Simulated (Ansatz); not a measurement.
```xyz
8

F     0.115   -0.942   -1.687
C     0.021    0.231   -0.944
Si   -0.024   -0.162    0.909
H    -0.884    0.762   -1.258
H     0.881    0.862   -1.194
H    -0.125    1.126    1.645
H     1.218   -0.870    1.309
H    -1.204   -1.008    1.220
```

Charge 0, multiplicity 1.

Problem. List the r2SCAN/def2-TZVPP orbital energies in eV (the Gaussian-basis code of Ansatz). (An estimate is asked.)

Solution. Computed: Occupied: -1791.01, -665.97, -274.95, -141.51, -96.37, -96.36, -96.36, -31.39, -18.14, -13.82, -12.55, -12.31, -10.94, -9.02, -8.93, -8.40, -7.54. Lowest empty: 0.18, 0.33, 1.00, 1.69, 1.79, 2.57, 2.80, 4.77.
